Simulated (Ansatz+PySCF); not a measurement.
Two shapes of doublet C₄H₇.

Shape 1:

```xyz
11

C     0.0601    0.0000   -1.5951
C    -0.5222    0.0000   -0.2631
C     0.1554    0.7470    0.8920
C     0.1554   -0.7470    0.8920
H     1.1357    0.0000   -1.7275
H    -0.5639    0.0000   -2.4782
H    -1.6064    0.0000   -0.2282
H    -0.4882    1.2680    1.5913
H     1.0812    1.2611    0.6627
H    -0.4882   -1.2680    1.5913
H     1.0812   -1.2611    0.6627
```

Shape 2:

```xyz
11

C     0.0650    0.0000   -1.5868
C    -0.5173    0.0000   -0.2548
C     0.1513    0.7372    0.8851
C     0.1513   -0.7372    0.8851
H     1.1406    0.0000   -1.7192
H    -0.5591    0.0000   -2.4699
H    -1.6015    0.0000   -0.2199
H    -0.4923    1.2582    1.5844
H     1.0772    1.2513    0.6558
H    -0.4923   -1.2582    1.5844
H     1.0772   -1.2513    0.6558
```

Basis set: cc-pVTZ (spherical functions). Correlated methods keep 4 orbitals frozen. Correlation on ROHF uses semicanonical orbitals with singles. Charge 0, multiplicity 2.

Computed with Ansatz (development build ahead of 0.2.0); each method stands on the lowest determinant of its kind that the runs found.

(1) Which shape is lower in energy, and by how much in each method?

Results:

(1)

```csv
method,E(2) − E(1) (eV)
ROHF,-0.013
UHF,-0.010
ROHF-MP2,0.003
UHF-MP2,0.003
```

Shape 2 is lower, bar methods that put the two within 0.005 eV.
